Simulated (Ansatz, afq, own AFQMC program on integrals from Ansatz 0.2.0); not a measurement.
# Where AFQMC and coupled cluster stand for SiH$_{2}$O, singlet

```xyz
4

Si    0.0000   -0.1285    0.6642
O     0.0000    0.1791   -1.1266
H     0.0000    1.3566    1.0387
H     0.0000   -0.6184   -1.6625
```

Connectivity, by distances: SiH–OH.

Basis cc-pVDZ. Noble-gas cores (and the filled d shells of Ga–Kr and In–Xe) are frozen. AFQMC by an in-house program on the Cholesky factors that Ansatz 0.2.0 writes for its CCSD(T) run. ph-AFQMC/CISD is guided by a CISD state made of CCSD amplitudes; releasing the constraint for a short imaginary time cuts its bias at the price of noise, slowly where states lie close. Uncertainties: one standard error, sampling alone.

Determinant: RHF, the one that the program's search chose, which needn't be the lowest solution. The geometry is a point of a scan.

No full CI on the walks' own integrals is used here; CCSDT(Q) serves as the reference and is uncertain by about the last step of the cluster series.

Cautions: higher spins were not checked; restricted determinant unstable towards unrestricted (UHF 12 meV lower, ⟨S²⟩ 0.15); raised T1 diagnostic (T1 0.022, weight of the determinant 0.87, largest double 0.09).

- T1 diagnostic: 0.0224
- weight of the determinant in the CISD state: 0.871
- size of the correlated space: 12 electrons in 36 orbitals

Reference: CCSDT(Q), correlation energy -8.484 eV. The released energy is read at 2.40 1/Eh (meV from the phaseless value at times in 1/Eh: -28 ± 20 at 0.24, -49 ± 17 at 0.51, -20 ± 18 at 0.99, -5 ± 26 at 1.62, -20 ± 28 at 2.40).

```tsv
level	E − E(reference) (kJ/mol)	share of correlation (%)
HF	818.6	0.00
MP2	88.2	89.23
CCSD	25.8	96.85
CCSD(T)	4.7	99.42
CCSDT	2.7	99.67
ph-AFQMC/HF	-20.5 ± 9.8	102.51
ph-AFQMC/CISD	2.1 ± 2.0	99.75
released AFQMC	0.1 ± 2.7	99.98
```

A walk keeps the symmetry of its determinant, which the program's search chose and which needn't be the lowest solution, so a lower state of the same spin and another symmetry isn't excluded. Released energies are given only where the last usable release times agree within the noise; a slower fall can still hide under it.
